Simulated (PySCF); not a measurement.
Molfile (atoms numbered from 1):
```
H6OSi2
     RDKit          3D

  9  8  0  0  0  0  0  0  0  0999 V2000
   -1.5926   -0.2174    0.0800 Si  0  0  0  0  0  4  0  0  0  0  0  0
    0.0204   -0.1051    0.0908 O   0  0  0  0  0  0  0  0  0  0  0  0
    1.5973    0.2096   -0.0779 Si  0  0  0  0  0  4  0  0  0  0  0  0
   -2.1219    1.0235   -0.4840 H   0  0  0  0  0  0  0  0  0  0  0  0
   -1.9244   -1.3736   -0.7508 H   0  0  0  0  0  0  0  0  0  0  0  0
   -1.9889   -0.3999    1.4743 H   0  0  0  0  0  0  0  0  0  0  0  0
    2.2565   -1.0895   -0.1922 H   0  0  0  0  0  0  0  0  0  0  0  0
    1.7591    1.0180   -1.2852 H   0  0  0  0  0  0  0  0  0  0  0  0
    2.0079    0.9403    1.1198 H   0  0  0  0  0  0  0  0  0  0  0  0
  1  2  1  0
  2  3  1  0
  1  4  1  0
  1  5  1  0
  1  6  1  0
  3  7  1  0
  3  8  1  0
  3  9  1  0
M  END
```

Geometry: GFN2-xTB; GIAO shifts from PySCF, gas phase, non-relativistic, averaged over equivalent atoms.

At PBE0/pcSseg-1 (95 basis functions, 5.1 s wall time on 1 thread of an Arm Neoverse V1, shared host):
```tsv
atoms	δ (ppm)
Si1/Si3	-43.4
O2	-12.8
H4/H5/H6/H7/H8/H9	5.13
```

Scale: 29Si (σ = 349.16 ppm), 1H (σ = 31.72 ppm) against TMS; 17O (σ = 336.08 ppm) against H2O (reference shieldings calculated alike).

Question: Estimate the result of repeating the calculation with B97-2/Sadlej pVTZ.

Answer: 
```tsv
atoms	δ at B97-2/Sadlej pVTZ	change
Si1/Si3	-52.1	-8.7
O2	-18.2	-5.4
H4/H5/H6/H7/H8/H9	5.39	+0.26
```

Referencing at the same level of theory: 29Si (σ = 355.05 ppm), 1H (σ = 32.20 ppm) against TMS; 17O (σ = 335.76 ppm) vs H2O.

The largest change is at Si1/Si3 (silicon bonded to O, 3 H). Cost: 142 basis functions, 18 s wall time on 1 thread of an Arm Neoverse N1, shared host.

Experimental scales use liquid or dissolved standards, which lie at an offset from isolated H2O (liquid H2O: subtract about 36 ppm).
